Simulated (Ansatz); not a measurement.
**AlBNH (triplet): wB97M-V, B2PLYP, RPA-PBE over vertical spin and charge gaps and displaced geometries, cc-pVDZ**

How well do these functionals follow the top wave-function level for AlBNH (triplet) over vertical spin and charge gaps and displaced geometries?

Method: cc-pVDZ, all electrons in the functionals, frozen cores in the correlation of double hybrids and RPA; program: Ansatz 0.2.0, Gaussian basis.

To be run: wB97M-V, B2PLYP, RPA-PBE, at charge 0, triplet; charge 0, singlet; charge 0, quintet; charge 1, doublet; charge 1, quartet; displaced geometry v1; displaced geometry v2.

31 further runs of the same task are left out: 17 that didn't finish, 14 set aside as unsound or not needed.

## 1. What is computed

The geometry is a PBE0/def2-TZVP stationary point (not a proven minimum).

4 atoms, charge 0, spin multiplicity 3.

Atoms are counted from 1 here; the program's logs count them from 0.

Bond lengths: Al1–N3 1.778 Å, Al1–H4 1.603 Å, B2–N3 1.257 Å. Angles: N3–Al1–H4 116.9°, Al1–N3–B2 169.1°.

No dispersion term is added; wB97M-V holds VV10 nonlocal correlation.

The geometry shown and the zero of energy belong to the point charge 0, triplet. The yardstick, UCCSDT(Q), and other wave-function levels (R restricted, U unrestricted, valence and pair active spaces) come from earlier runs.

## 2. wB97M-V, charge 0, triplet

Input file in.yaml:

```yaml
crystal:
  periodic: [false, false, false]
  atoms:
    - {symbol: Al, position_ang: [0.000000, -0.112718, 1.068961]}
    - {symbol: B, position_ang: [0.000000, 0.026926, -1.950247]}
    - {symbol: N, position_ang: [0.000000, 0.108910, -0.695431]}
    - {symbol: H, position_ang: [0.000000, 1.215105, 1.966973]}
basis:
  gaussian: {orbitals: cc-pVDZ}
magnetization: {spin_polarized: true, initial_magnetization: 2}
hamiltonian: {xc: {name: wB97M-V}}
output: {forces: true, orbitals: {seedname: orbitals}}
```

Command:

```
$ ansatz run in.yaml --threads 1 --pin off --events-out ev --progress --plain --max-ram 2393MiB
```

Output, shortened:

```text
Functional definition: wB97M-V
  name "wB97M-V"
  cite "Mardirossian & Head-Gordon, J. Chem. Phys. 144, 214110 (2016) doi:10.1063/1.4952647"
  cite "Becke, J. Chem. Phys. 107, 8554 (1997) doi:10.1063/1.475007"
  cite "Vydrov & Van Voorhis, J. Chem. Phys. 133, 244103 (2010) doi:10.1063/1.3521275"
  # Of w^i u^j: cxij and so on, Table III.
[...]
  gx(w, u) = 1 - cx + cx01*u + cx10*w
  gss(w, u) = css00 + css04*u^4 + css10*w + css20*w^2 + css43*w^4*u^3
  gos(w, u) = cos00 + cos10*w + (cos20 + cos21*u)*w^2 + (cos60 + cos61*u)*w^6
[...]
      + integral(e_c_pw_mod_opposite_spin*gos(b97_w_opposite, b97_u_opposite)) + vv10(b, c)
493 factors; integrals over basis functions are off by at most 1.2e-3 eV
162 factors; integrals over basis functions are off by at most 1.6e-5 eV
[...]
mean field -8775.49264139 eV, -322.4934063284 hartree, gradient 3.5e-5 eV, S^2 2.013800; 0 other end points of the search recorded, 0 dependent functions left out
[...]
reference -8775.49268145 eV, -322.4934078005 hartree; 14, 12 occupied and 37, 39 virtual orbitals, 493 factors
Total energy: -8775.49268145 eV, -322.4934078005 hartree
Atom 0 at     0.000000    -0.112718     1.068961 Å, force    -0.000000    -0.194594     0.780880 eV/Å
Atom 1 at     0.000000     0.026926    -1.950247 Å, force     0.000000    -0.046241    -0.590078 eV/Å
Atom 2 at     0.000000     0.108910    -0.695431 Å, force    -0.000000     0.174390    -0.205521 eV/Å
Atom 3 at     0.000000     1.215105     1.966973 Å, force     0.000000     0.066445     0.014719 eV/Å
Dipole moment:     0.000000    -0.113149    -0.082768 e Å
```

Run time: 12 s. Hardware: 1 thread of AMD EPYC, shared host.

From the report: ⟨S²⟩ of the determinant 2.014 (pure triplet: 2.00).

## 3. wB97M-V, charge 0, singlet

Edit in.yaml of step 2 so:

```diff
@@ -9,3 +9,3 @@
   gaussian: {orbitals: cc-pVDZ}
-magnetization: {spin_polarized: true, initial_magnetization: 2}
+magnetization: {spin_polarized: true, initial_magnetization: 0}
 hamiltonian: {xc: {name: wB97M-V}}
```

The command is unchanged.

Output, shortened:

```text
Functional definition: wB97M-V
  name "wB97M-V"
  cite "Mardirossian & Head-Gordon, J. Chem. Phys. 144, 214110 (2016) doi:10.1063/1.4952647"
  cite "Becke, J. Chem. Phys. 107, 8554 (1997) doi:10.1063/1.475007"
  cite "Vydrov & Van Voorhis, J. Chem. Phys. 133, 244103 (2010) doi:10.1063/1.3521275"
  # Of w^i u^j: cxij and so on, Table III.
[...]
  gx(w, u) = 1 - cx + cx01*u + cx10*w
  gss(w, u) = css00 + css04*u^4 + css10*w + css20*w^2 + css43*w^4*u^3
  gos(w, u) = cos00 + cos10*w + (cos20 + cos21*u)*w^2 + (cos60 + cos61*u)*w^6
[...]
      + integral(e_c_pw_mod_opposite_spin*gos(b97_w_opposite, b97_u_opposite)) + vv10(b, c)
493 factors; integrals over basis functions are off by at most 1.2e-3 eV
162 factors; integrals over basis functions are off by at most 1.6e-5 eV
[...]
mean field -8775.49276951 eV, -322.4934110370 hartree, gradient 5.5e-5 eV, S^2 0.977103; 5 other end points of the search recorded, 0 dependent functions left out
[...]
reference -8775.49280965 eV, -322.4934125119 hartree; 13, 13 occupied and 38, 38 virtual orbitals, 493 factors
Total energy: -8775.49280965 eV, -322.4934125119 hartree
Atom 0 at     0.000000    -0.112718     1.068961 Å, force    -0.000000    -0.077832     0.741071 eV/Å
Atom 1 at     0.000000     0.026926    -1.950247 Å, force     0.000000     0.019124    -0.687455 eV/Å
Atom 2 at     0.000000     0.108910    -0.695431 Å, force    -0.000000     0.004220    -0.136453 eV/Å
Atom 3 at     0.000000     1.215105     1.966973 Å, force     0.000000     0.054489     0.082837 eV/Å
Dipole moment:     0.000000    -0.154413    -0.035128 e Å
```

It took 33 s on 1 thread of AMD EPYC, shared host.

From the report: ⟨S²⟩ of the determinant 0.977 (pure singlet: 0.00). The determinant is far from a pure spin state, so its energy mixes those of several spin states (harmless only where they are near-degenerate, as at dissociation).

From charge 0, triplet: 0.0 kJ/mol.

## 4. wB97M-V, charge 0, quintet

Edit in.yaml of step 3 so:

```diff
@@ -9,3 +9,3 @@
   gaussian: {orbitals: cc-pVDZ}
-magnetization: {spin_polarized: true, initial_magnetization: 0}
+magnetization: {spin_polarized: true, initial_magnetization: 4}
 hamiltonian: {xc: {name: wB97M-V}}
```

Same command.

Output, shortened:

```text
Functional definition: wB97M-V
  name "wB97M-V"
  cite "Mardirossian & Head-Gordon, J. Chem. Phys. 144, 214110 (2016) doi:10.1063/1.4952647"
  cite "Becke, J. Chem. Phys. 107, 8554 (1997) doi:10.1063/1.475007"
  cite "Vydrov & Van Voorhis, J. Chem. Phys. 133, 244103 (2010) doi:10.1063/1.3521275"
  # Of w^i u^j: cxij and so on, Table III.
[...]
  gx(w, u) = 1 - cx + cx01*u + cx10*w
  gss(w, u) = css00 + css04*u^4 + css10*w + css20*w^2 + css43*w^4*u^3
  gos(w, u) = cos00 + cos10*w + (cos20 + cos21*u)*w^2 + (cos60 + cos61*u)*w^6
[...]
      + integral(e_c_pw_mod_opposite_spin*gos(b97_w_opposite, b97_u_opposite)) + vv10(b, c)
493 factors; integrals over basis functions are off by at most 1.2e-3 eV
162 factors; integrals over basis functions are off by at most 1.6e-5 eV
[...]
mean field -8770.13738521 eV, -322.2966042937 hartree, gradient 1.0e-7 eV, S^2 6.004570; 3 other end points of the search recorded, 0 dependent functions left out
[...]
reference -8770.13742352 eV, -322.2966057018 hartree; 15, 11 occupied and 36, 40 virtual orbitals, 493 factors
Total energy: -8770.13742352 eV, -322.2966057018 hartree
Atom 0 at     0.000000    -0.112718     1.068961 Å, force     0.000000    -0.416848     2.679259 eV/Å
Atom 1 at     0.000000     0.026926    -1.950247 Å, force     0.000000    -0.396038    -7.707644 eV/Å
Atom 2 at     0.000000     0.108910    -0.695431 Å, force    -0.000000     0.760593     5.152602 eV/Å
Atom 3 at     0.000000     1.215105     1.966973 Å, force    -0.000000     0.052292    -0.124218 eV/Å
Dipole moment:     0.000000    -0.070081    -0.354463 e Å
```

Run time: 65 s. Hardware: 1 thread of AMD EPYC, shared host.

From the report: ⟨S²⟩ of the determinant 6.005 (pure quintet: 6.00).

From charge 0, triplet: +516.7 kJ/mol.

## 5. wB97M-V, charge 1, doublet

Edit in.yaml of step 4 so:

```diff
@@ -9,3 +9,4 @@
   gaussian: {orbitals: cc-pVDZ}
-magnetization: {spin_polarized: true, initial_magnetization: 4}
+total_charge: 1
+magnetization: {spin_polarized: true, initial_magnetization: 1}
 hamiltonian: {xc: {name: wB97M-V}}
```

The command is unchanged.

Output, shortened:

```text
Functional definition: wB97M-V
  name "wB97M-V"
  cite "Mardirossian & Head-Gordon, J. Chem. Phys. 144, 214110 (2016) doi:10.1063/1.4952647"
  cite "Becke, J. Chem. Phys. 107, 8554 (1997) doi:10.1063/1.475007"
  cite "Vydrov & Van Voorhis, J. Chem. Phys. 133, 244103 (2010) doi:10.1063/1.3521275"
  # Of w^i u^j: cxij and so on, Table III.
[...]
  gx(w, u) = 1 - cx + cx01*u + cx10*w
  gss(w, u) = css00 + css04*u^4 + css10*w + css20*w^2 + css43*w^4*u^3
  gos(w, u) = cos00 + cos10*w + (cos20 + cos21*u)*w^2 + (cos60 + cos61*u)*w^6
[...]
      + integral(e_c_pw_mod_opposite_spin*gos(b97_w_opposite, b97_u_opposite)) + vv10(b, c)
493 factors; integrals over basis functions are off by at most 1.2e-3 eV
162 factors; integrals over basis functions are off by at most 1.6e-5 eV
[...]
mean field -8767.96319622 eV, -322.2167043221 hartree, gradient 4.4e-5 eV, S^2 0.759243; 0 other end points of the search recorded, 0 dependent functions left out
[...]
reference -8767.96324060 eV, -322.2167059533 hartree; 13, 12 occupied and 38, 39 virtual orbitals, 493 factors
Total energy: -8767.96324060 eV, -322.2167059533 hartree
Atom 0 at     0.000000    -0.112718     1.068961 Å, force    -0.000000     2.021636    -1.658406 eV/Å
Atom 1 at     0.000000     0.026926    -1.950247 Å, force     0.000000    -0.135073    -1.803267 eV/Å
Atom 2 at     0.000000     0.108910    -0.695431 Å, force    -0.000000    -0.867979     3.001375 eV/Å
Atom 3 at     0.000000     1.215105     1.966973 Å, force     0.000000    -1.018584     0.460298 eV/Å
Dipole moment:    -0.000000    -0.452629     0.662152 e Å
```

Wall time 15 s (1 thread of AMD EPYC, shared host).

From the report: ⟨S²⟩ of the determinant 0.759 (pure doublet: 0.75).

From charge 0, triplet: +726.5 kJ/mol.

## 6. wB97M-V, charge 1, quartet

Edit in.yaml of step 5 so:

```diff
@@ -10,4 +10,4 @@
 total_charge: 1
-magnetization: {spin_polarized: true, initial_magnetization: 1}
+magnetization: {spin_polarized: true, initial_magnetization: 3}
 hamiltonian: {xc: {name: wB97M-V}}
-output: {forces: true, orbitals: {seedname: orbitals}}
+output: {orbitals: {seedname: orbitals}}
```

Launched as before.

Output, shortened:

```text
Functional definition: wB97M-V
  name "wB97M-V"
  cite "Mardirossian & Head-Gordon, J. Chem. Phys. 144, 214110 (2016) doi:10.1063/1.4952647"
  cite "Becke, J. Chem. Phys. 107, 8554 (1997) doi:10.1063/1.475007"
  cite "Vydrov & Van Voorhis, J. Chem. Phys. 133, 244103 (2010) doi:10.1063/1.3521275"
  # Of w^i u^j: cxij and so on, Table III.
[...]
  gx(w, u) = 1 - cx + cx01*u + cx10*w
  gss(w, u) = css00 + css04*u^4 + css10*w + css20*w^2 + css43*w^4*u^3
  gos(w, u) = cos00 + cos10*w + (cos20 + cos21*u)*w^2 + (cos60 + cos61*u)*w^6
[...]
      + integral(e_c_pw_mod_opposite_spin*gos(b97_w_opposite, b97_u_opposite)) + vv10(b, c)
493 factors; integrals over basis functions are off by at most 1.2e-3 eV
162 factors; integrals over basis functions are off by at most 1.6e-5 eV
[...]
mean field -8764.61603153 eV, -322.0936982885 hartree, gradient 8.3e-6 eV, S^2 3.756246; 3 other end points of the search recorded, 0 dependent functions left out
reference -8764.61607406 eV, -322.0936998516 hartree; 14, 11 occupied and 37, 40 virtual orbitals, 493 factors
Total energy: -8764.61607406 eV, -322.0936998516 hartree
```

It took 30 s on 1 thread of AMD EPYC, shared host.

From the report: ⟨S²⟩ of the determinant 3.756 (pure quartet: 3.75).

From charge 0, triplet: +1049.4 kJ/mol.

## 7. wB97M-V, displaced geometry v1

Input file in.yaml:

```yaml
crystal:
  periodic: [false, false, false]
  atoms:
    - {symbol: Al, position_ang: [-0.011268, -0.120488, 1.085963]}
    - {symbol: B, position_ang: [-0.012102, 0.003013, -1.944398]}
    - {symbol: N, position_ang: [0.035862, 0.144307, -0.732195]}
    - {symbol: H, position_ang: [-0.066914, 1.187688, 1.960011]}
basis:
  gaussian: {orbitals: cc-pVDZ}
magnetization: {spin_polarized: true, initial_magnetization: 2}
hamiltonian: {xc: {name: wB97M-V}}
output: {orbitals: {seedname: orbitals}}
```

Same command.

Output, shortened:

```text
Functional definition: wB97M-V
  name "wB97M-V"
  cite "Mardirossian & Head-Gordon, J. Chem. Phys. 144, 214110 (2016) doi:10.1063/1.4952647"
  cite "Becke, J. Chem. Phys. 107, 8554 (1997) doi:10.1063/1.475007"
  cite "Vydrov & Van Voorhis, J. Chem. Phys. 133, 244103 (2010) doi:10.1063/1.3521275"
  # Of w^i u^j: cxij and so on, Table III.
[...]
  gx(w, u) = 1 - cx + cx01*u + cx10*w
  gss(w, u) = css00 + css04*u^4 + css10*w + css20*w^2 + css43*w^4*u^3
  gos(w, u) = cos00 + cos10*w + (cos20 + cos21*u)*w^2 + (cos60 + cos61*u)*w^6
[...]
      + integral(e_c_pw_mod_opposite_spin*gos(b97_w_opposite, b97_u_opposite)) + vv10(b, c)
493 factors; integrals over basis functions are off by at most 1.2e-3 eV
162 factors; integrals over basis functions are off by at most 1.7e-5 eV
[...]
mean field -8775.41717782 eV, -322.4906330936 hartree, gradient 7.8e-5 eV, S^2 2.012494; 0 other end points of the search recorded, 0 dependent functions left out
reference -8775.41721798 eV, -322.4906345695 hartree; 14, 12 occupied and 37, 39 virtual orbitals, 493 factors
Total energy: -8775.41721798 eV, -322.4906345695 hartree
```

It took 14 s on 1 thread of AMD EPYC, shared host.

From the report: ⟨S²⟩ of the determinant 2.012 (pure triplet: 2.00).

From charge 0, triplet: +7.3 kJ/mol.

## 8. wB97M-V, displaced geometry v2

Input file in.yaml:

```yaml
crystal:
  periodic: [false, false, false]
  atoms:
    - {symbol: Al, position_ang: [0.057261, -0.106540, 1.065269]}
    - {symbol: B, position_ang: [-0.107613, 0.041478, -1.942345]}
    - {symbol: N, position_ang: [-0.030993, 0.091038, -0.695709]}
    - {symbol: H, position_ang: [0.052116, 1.141964, 1.984909]}
basis:
  gaussian: {orbitals: cc-pVDZ}
magnetization: {spin_polarized: true, initial_magnetization: 2}
hamiltonian: {xc: {name: wB97M-V}}
output: {orbitals: {seedname: orbitals}}
```

Same command.

Output, shortened:

```text
Functional definition: wB97M-V
  name "wB97M-V"
  cite "Mardirossian & Head-Gordon, J. Chem. Phys. 144, 214110 (2016) doi:10.1063/1.4952647"
  cite "Becke, J. Chem. Phys. 107, 8554 (1997) doi:10.1063/1.475007"
  cite "Vydrov & Van Voorhis, J. Chem. Phys. 133, 244103 (2010) doi:10.1063/1.3521275"
  # Of w^i u^j: cxij and so on, Table III.
[...]
  gx(w, u) = 1 - cx + cx01*u + cx10*w
  gss(w, u) = css00 + css04*u^4 + css10*w + css20*w^2 + css43*w^4*u^3
  gos(w, u) = cos00 + cos10*w + (cos20 + cos21*u)*w^2 + (cos60 + cos61*u)*w^6
[...]
      + integral(e_c_pw_mod_opposite_spin*gos(b97_w_opposite, b97_u_opposite)) + vv10(b, c)
493 factors; integrals over basis functions are off by at most 1.2e-3 eV
162 factors; integrals over basis functions are off by at most 1.6e-5 eV
[...]
mean field -8775.45564716 eV, -322.4920468158 hartree, gradient 3.0e-5 eV, S^2 2.013234; 0 other end points of the search recorded, 0 dependent functions left out
reference -8775.45568727 eV, -322.4920482896 hartree; 14, 12 occupied and 37, 39 virtual orbitals, 493 factors
Total energy: -8775.45568727 eV, -322.4920482896 hartree
```

Wall time 10 s (1 thread of AMD EPYC, shared host).

From the report: ⟨S²⟩ of the determinant 2.013 (pure triplet: 2.00).

From charge 0, triplet: +3.6 kJ/mol.

## 9. B2PLYP, charge 0, triplet

Input file in.yaml:

```yaml
crystal:
  periodic: [false, false, false]
  atoms:
    - {symbol: Al, position_ang: [0.000000, -0.112718, 1.068961]}
    - {symbol: B, position_ang: [0.000000, 0.026926, -1.950247]}
    - {symbol: N, position_ang: [0.000000, 0.108910, -0.695431]}
    - {symbol: H, position_ang: [0.000000, 1.215105, 1.966973]}
basis:
  gaussian: {orbitals: cc-pVDZ}
magnetization: {spin_polarized: true, initial_magnetization: 2}
hamiltonian: {xc: {name: B2PLYP}}
correlation: {electrons: outside_noble_gas}
```

The command is unchanged.

Output, shortened:

```text
Functional definition: B2PLYP
  name "B2PLYP"
  cite "Grimme, J. Chem. Phys. 124, 034108 (2006) doi:10.1063/1.2148954"
  cite "Becke, Phys. Rev. A 38, 3098 (1988) doi:10.1103/PhysRevA.38.3098"
  cite "Lee, Yang & Parr, Phys. Rev. B 37, 785 (1988) doi:10.1103/PhysRevB.37.785"
[...]
493 factors; integrals over basis functions are off by at most 1.2e-3 eV
[...]
mean field -8769.01102367 eV, -322.2552112707 hartree, gradient 2.3e-6 eV, S^2 2.023364; 2 other end points of the search recorded, 0 dependent functions left out
7 core orbitals not correlated: weight in the atoms' cores, before any rotation towards them, 1.000 or more for the frozen orbitals, at most 0.000 for the correlated occupied ones
reference -8769.01116229 eV, -322.2552163649 hartree; 7, 5 occupied and 37, 39 virtual orbitals, 493 factors
second order -8.94972344 eV of doubles, -0.00000000 eV of singles
Total energy: -8771.42758762 eV, -322.3440183578 hartree
```

It took 5.5 s on 1 thread of AMD EPYC, shared host.

From the report: ⟨S²⟩ of the determinant 2.023 (pure triplet: 2.00).

## 10. B2PLYP, charge 0, singlet

Edit in.yaml of step 9 so:

```diff
@@ -9,3 +9,3 @@
   gaussian: {orbitals: cc-pVDZ}
-magnetization: {spin_polarized: true, initial_magnetization: 2}
+magnetization: {spin_polarized: true, initial_magnetization: 0}
 hamiltonian: {xc: {name: B2PLYP}}
```

The command is unchanged.

Output, shortened:

```text
Functional definition: B2PLYP
  name "B2PLYP"
  cite "Grimme, J. Chem. Phys. 124, 034108 (2006) doi:10.1063/1.2148954"
  cite "Becke, Phys. Rev. A 38, 3098 (1988) doi:10.1103/PhysRevA.38.3098"
  cite "Lee, Yang & Parr, Phys. Rev. B 37, 785 (1988) doi:10.1103/PhysRevB.37.785"
[...]
493 factors; integrals over basis functions are off by at most 1.2e-3 eV
[...]
mean field -8768.99847240 eV, -322.2547500200 hartree, gradient 1.7e-6 eV, S^2 1.004141; 3 other end points of the search recorded, 0 dependent functions left out
7 core orbitals not correlated: weight in the atoms' cores, before any rotation towards them, 1.000 or more for the frozen orbitals, at most 0.000 for the correlated occupied ones
reference -8768.99861122 eV, -322.2547551216 hartree; 6, 6 occupied and 38, 38 virtual orbitals, 493 factors
second order -9.00690611 eV of doubles, -0.00000000 eV of singles
Total energy: -8771.43047587 eV, -322.3441244991 hartree
```

Wall time 11 s (1 thread of AMD EPYC, shared host).

From the report: ⟨S²⟩ of the determinant 1.004 (pure singlet: 0.00). The determinant is far from a pure spin state, so its energy mixes those of several spin states (harmless only where they are near-degenerate, as at dissociation).

From charge 0, triplet: -0.3 kJ/mol.

## 11. B2PLYP, charge 0, quintet

Edit in.yaml of step 10 so:

```diff
@@ -9,3 +9,3 @@
   gaussian: {orbitals: cc-pVDZ}
-magnetization: {spin_polarized: true, initial_magnetization: 0}
+magnetization: {spin_polarized: true, initial_magnetization: 4}
 hamiltonian: {xc: {name: B2PLYP}}
```

Same command.

Output, shortened:

```text
Functional definition: B2PLYP
  name "B2PLYP"
  cite "Grimme, J. Chem. Phys. 124, 034108 (2006) doi:10.1063/1.2148954"
  cite "Becke, Phys. Rev. A 38, 3098 (1988) doi:10.1103/PhysRevA.38.3098"
  cite "Lee, Yang & Parr, Phys. Rev. B 37, 785 (1988) doi:10.1103/PhysRevB.37.785"
[...]
493 factors; integrals over basis functions are off by at most 1.2e-3 eV
[...]
mean field -8764.17054528 eV, -322.0773269708 hartree, gradient 2.3e-6 eV, S^2 6.006759; 6 other end points of the search recorded, 0 dependent functions left out
7 core orbitals not correlated: weight in the atoms' cores, before any rotation towards them, 1.000 or more for the frozen orbitals, at most 0.000 for the correlated occupied ones
reference -8764.17068087 eV, -322.0773319539 hartree; 8, 4 occupied and 36, 40 virtual orbitals, 493 factors
second order -7.19016587 eV of doubles, -0.00000000 eV of singles
Total energy: -8766.11202566 eV, -322.1486750588 hartree
```

Run time: 18 s. Hardware: 1 thread of AMD EPYC, shared host.

From the report: ⟨S²⟩ of the determinant 6.007 (pure quintet: 6.00).

From charge 0, triplet: +512.9 kJ/mol.

## 12. B2PLYP, charge 1, doublet

Edit in.yaml of step 11 so:

```diff
@@ -9,3 +9,4 @@
   gaussian: {orbitals: cc-pVDZ}
-magnetization: {spin_polarized: true, initial_magnetization: 4}
+total_charge: 1
+magnetization: {spin_polarized: true, initial_magnetization: 1}
 hamiltonian: {xc: {name: B2PLYP}}
```

Launched as before.

Output, shortened:

```text
Functional definition: B2PLYP
  name "B2PLYP"
  cite "Grimme, J. Chem. Phys. 124, 034108 (2006) doi:10.1063/1.2148954"
  cite "Becke, Phys. Rev. A 38, 3098 (1988) doi:10.1103/PhysRevA.38.3098"
  cite "Lee, Yang & Parr, Phys. Rev. B 37, 785 (1988) doi:10.1103/PhysRevB.37.785"
[...]
493 factors; integrals over basis functions are off by at most 1.2e-3 eV
[...]
mean field -8761.41710880 eV, -321.9761400465 hartree, gradient 7.4e-6 eV, S^2 0.761368; 0 other end points of the search recorded, 0 dependent functions left out
7 core orbitals not correlated: weight in the atoms' cores, before any rotation towards them, 1.000 or more for the frozen orbitals, at most 0.000 for the correlated occupied ones
reference -8761.41725437 eV, -321.9761453961 hartree; 6, 5 occupied and 38, 39 virtual orbitals, 493 factors
second order -8.79422452 eV of doubles, -0.00000000 eV of singles
Total energy: -8763.79169499 eV, -322.0634044795 hartree
```

Wall time 5.5 s (1 thread of AMD EPYC, shared host).

From the report: ⟨S²⟩ of the determinant 0.761 (pure doublet: 0.75).

From charge 0, triplet: +736.8 kJ/mol.

## 13. B2PLYP, charge 1, quartet

Edit in.yaml of step 12 so:

```diff
@@ -10,3 +10,3 @@
 total_charge: 1
-magnetization: {spin_polarized: true, initial_magnetization: 1}
+magnetization: {spin_polarized: true, initial_magnetization: 3}
 hamiltonian: {xc: {name: B2PLYP}}
```

Launched as before.

Output, shortened:

```text
Functional definition: B2PLYP
  name "B2PLYP"
  cite "Grimme, J. Chem. Phys. 124, 034108 (2006) doi:10.1063/1.2148954"
  cite "Becke, Phys. Rev. A 38, 3098 (1988) doi:10.1103/PhysRevA.38.3098"
  cite "Lee, Yang & Parr, Phys. Rev. B 37, 785 (1988) doi:10.1103/PhysRevB.37.785"
[...]
493 factors; integrals over basis functions are off by at most 1.2e-3 eV
[...]
mean field -8758.70546559 eV, -321.8764889968 hartree, gradient 5.3e-6 eV, S^2 3.758871; 4 other end points of the search recorded, 0 dependent functions left out
7 core orbitals not correlated: weight in the atoms' cores, before any rotation towards them, 1.000 or more for the frozen orbitals, at most 0.000 for the correlated occupied ones
reference -8758.70560774 eV, -321.8764942207 hartree; 7, 4 occupied and 37, 40 virtual orbitals, 493 factors
second order -6.78912805 eV of doubles, -0.00000000 eV of singles
Total energy: -8760.53867232 eV, -321.9438581013 hartree
```

It took 12 s on 1 thread of AMD EPYC, shared host.

From the report: ⟨S²⟩ of the determinant 3.759 (pure quartet: 3.75).

From charge 0, triplet: +1050.6 kJ/mol.

[end of part 1 of 2]
